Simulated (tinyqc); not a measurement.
UHF in the sto-3g basis, for NH3+, spin multiplicity 2, step by step (part 3 of 3). This run ends on a higher stationary point, not on the lowest solution. Computed by tinyqc, a small Python program that keeps every step (integrals from PySCF). Command: `OMP_NUM_THREADS=1 python tinyqc.py 26275 26276 out.jsonl` (the two numbers bound the seeds that draw the settings). One thread of a shared host (Intel(R) Xeon(R) Processor @ 2.60GHz), about 0.1 s of CPU time with the checks.

Geometry (angstrom):
```
atom         x         y        z
N      0.00000   0.00000  0.08700
H      0.99500   0.00000  0.00000
H     -0.49700   0.86100  0.00000
H     -0.49700  -0.86100  0.00000
```

## Convergence

Stop when the energy changes by less than 1e-09 hartree and every element of the error matrix X^T (F D S - S D F) X (for each spin) is below 9e-06.

Course of the cycle:
```
iteration  E (hartree)     change  largest element of the error matrix
1          -41.7275507          -                             5.13e+00
2          -54.5148902  -1.28e+01                             2.80e-01
3          -54.8708662  -3.56e-01                             6.82e-02
4          -54.8986793  -2.78e-02                             6.15e-02
5          -54.9461551  -4.75e-02                             1.07e-01
6          -54.8872514   5.89e-02                             1.95e-02
7          -54.8860802   1.17e-03                             4.11e-03
8          -54.8861811  -1.01e-04                             1.29e-03
9          -54.8861845  -3.38e-06                             5.32e-04
10         -54.8861844   4.42e-08                             2.02e-04
11         -54.8861847  -2.20e-07                             1.60e-04
12         -54.8861848  -1.41e-07                             1.60e-04
13         -54.8861849  -1.04e-07                             1.60e-04
14         -54.8861838   1.12e-06                             1.56e-04
15         -54.8861769   6.88e-06                             1.29e-04
16         -54.8861770  -6.00e-08                             1.29e-04
17         -54.8861647   1.22e-05                             4.54e-04
18         -54.8861621   2.69e-06                             9.08e-04
19         -54.8861638  -1.76e-06                             5.76e-04
20         -54.8861633   4.96e-07                             6.84e-04
21         -54.8861645  -1.14e-06                             2.40e-04
22         -54.8861643   2.07e-07                             1.14e-04
23         -54.8861639   3.72e-07                             5.84e-05
24         -54.8861639   2.16e-08                             2.44e-05
25         -54.8861639  -3.48e-10                             6.39e-06
```

PySCF UHF in the same basis, after a stability check = -55.1955652 hartree

Converged in 25 iterations. But the solution lies 0.30940 hartree above the reference: it is another stationary point, not the lowest one. Reruns (cap 100 unless said): damping 0.5: converged in 59; level shift 0.5: converged in 48; atomic densities as start, DIIS 8: converged in 9.

## Populations, bond orders and dipole

D(alpha) after iteration 25, lower triangle:
```
           1N 1s     1N 2s    1N 2px    1N 2py    1N 2pz     2H 1s     3H 1s    4H 1s
1N 1s    1.04001
1N 2s   -0.15096   0.63224
1N 2px   0.00922  -0.04753   0.39734
1N 2py   0.00000   0.00002  -0.00001   0.43509
1N 2pz  -0.01310   0.07166   0.01063   0.00000   0.99075
2H 1s   -0.03955   0.09786   0.29154  -0.00001  -0.03474   0.24566
3H 1s   -0.03843   0.11302  -0.12205   0.23424  -0.02749  -0.06643   0.18050
4H 1s   -0.03843   0.11302  -0.12205  -0.23426  -0.02750  -0.06642  -0.07174  0.18053
```

D(beta) after iteration 25, lower triangle:
```
           1N 1s     1N 2s    1N 2px    1N 2py    1N 2pz    2H 1s     3H 1s    4H 1s
1N 1s    1.04218
1N 2s   -0.16190   0.67938
1N 2px  -0.00465   0.01805   0.00048
1N 2py   0.00000  -0.00002  -0.00009   0.45879
1N 2pz  -0.01076   0.05827   0.00088   0.00000   0.99287
2H 1s   -0.02859   0.07486   0.00201  -0.00005  -0.02632  0.00945
3H 1s   -0.03871   0.11273   0.00298   0.23017  -0.02332  0.01361   0.13543
4H 1s   -0.03871   0.11272   0.00307  -0.23012  -0.02332  0.01366  -0.09551  0.13536
```

overlap S, lower triangle:
```
          1N 1s    1N 2s    1N 2px    1N 2py    1N 2pz    2H 1s    3H 1s    4H 1s
1N 1s   1.00000
1N 2s   0.23504  1.00000
1N 2px  0.00000  0.00000   1.00000
1N 2py  0.00000  0.00000   0.00000   1.00000
1N 2pz  0.00000  0.00000   0.00000   0.00000   1.00000
2H 1s   0.06026  0.50315   0.44251   0.00000  -0.03869  1.00000
3H 1s   0.06039  0.50368  -0.22136   0.38349  -0.03875  0.18484  1.00000
4H 1s   0.06039  0.50368  -0.22136  -0.38349  -0.03875  0.18484  0.18501  1.00000
```

Mulliken: Z minus the diagonal of D S on the atom; Loewdin: the same with S^(1/2) D S^(1/2); Mayer order: 2 sum_s sum (D(s) S)_ij (D(s) S)_ji over the two atoms.

Charges (e):
```
atom  Mulliken   Loewdin  Mulliken spin
1N    -0.36803  -0.08982        0.52541
2H     0.54934   0.46651        0.34598
3H     0.40931   0.31162        0.06424
4H     0.40938   0.31170        0.06438
```

Mayer bond orders:
```
pair    order
2-1   0.55274
3-1   0.78817
3-2   0.01288
4-1   0.78808
4-2   0.01290
4-3   0.02729
```

dipole moment about the origin, x y z (debye): 0.66539  -0.00027  -0.36002

<S^2> of the determinant (pure state: 0.75) = 0.75275
